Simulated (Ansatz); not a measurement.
Relaxation of BClH5N (8 atoms, charge 0, multiplicity 1), to a largest force component of 0.03 eV/Å in at most 50 steps.

Method: RKS LDA/def2-SVP in Ansatz.

```xyz
8
Properties=species:S:1:pos:R:3:forces:R:3
B 0.032 0.418 0.067 -0.14 -0.56 1.29
Cl -0.204 0.803 1.833 0.14 -0.18 -1.08
H 1.167 0.490 -0.356 -0.01 -0.01 -0.01
H -0.977 0.297 -0.598 0.01 0.03 -0.01
N 0.095 -2.213 0.763 -0.15 1.05 0.28
H -0.560 -2.945 0.470 -0.03 -0.02 -0.03
H 1.023 -2.618 0.937 0.00 -0.02 -0.01
H -0.245 -1.761 1.639 0.18 -0.30 -0.42
```

**Question.** Where does it end, and by what steps?

**Answer.** It converged. The force dipped under the threshold on the way, but the program's further checks kept it going. After 12 steps the energy has fallen by 1.465 eV; H6 moved furthest, 0.89 Å. Joined: B1–N5.

```json
{"step": "0", "energy less start (eV)": "0.0000", "largest force component (eV/Å)": "1.289", "accepted": "yes"}
{"step": "1", "energy less start (eV)": "-0.2591", "largest force component (eV/Å)": "1.052", "accepted": "yes"}
{"step": "2", "energy less start (eV)": "-0.5962", "largest force component (eV/Å)": "1.218", "accepted": "yes"}
{"step": "3", "energy less start (eV)": "-1.1881", "largest force component (eV/Å)": "0.610", "accepted": "yes"}
{"step": "4", "energy less start (eV)": "-1.1004", "largest force component (eV/Å)": "4.092", "accepted": "no"}
{"step": "5", "energy less start (eV)": "-1.3443", "largest force component (eV/Å)": "0.444", "accepted": "yes"}
{"step": "6", "energy less start (eV)": "-1.3948", "largest force component (eV/Å)": "0.211", "accepted": "yes"}
{"step": "7", "energy less start (eV)": "-1.4282", "largest force component (eV/Å)": "0.091", "accepted": "yes"}
{"step": "8", "energy less start (eV)": "-1.4576", "largest force component (eV/Å)": "0.084", "accepted": "yes"}
{"step": "9", "energy less start (eV)": "-1.4278", "largest force component (eV/Å)": "0.801", "accepted": "no"}
{"step": "10", "energy less start (eV)": "-1.4642", "largest force component (eV/Å)": "0.028", "accepted": "yes"}
{"step": "11", "energy less start (eV)": "-1.4647", "largest force component (eV/Å)": "0.140", "accepted": "yes"}
{"step": "12", "energy less start (eV)": "-1.4653", "largest force component (eV/Å)": "0.006", "accepted": "yes"}
```

```xyz
8
Properties=species:S:1:pos:R:3
B 0.013 -0.209 0.267
Cl 0.248 0.733 1.832
H 0.953 -0.079 -0.514
H -1.095 -0.033 -0.234
N 0.045 -1.732 0.754
H -0.072 -2.396 -0.031
H 0.944 -1.923 1.231
H -0.706 -1.889 1.449
```

Whether the end is a true minimum wasn't checked by a vibrational analysis.

The run took 17 s on 1 thread of Arm Neoverse V1, with other jobs on the host, peak memory 0.13 GiB.
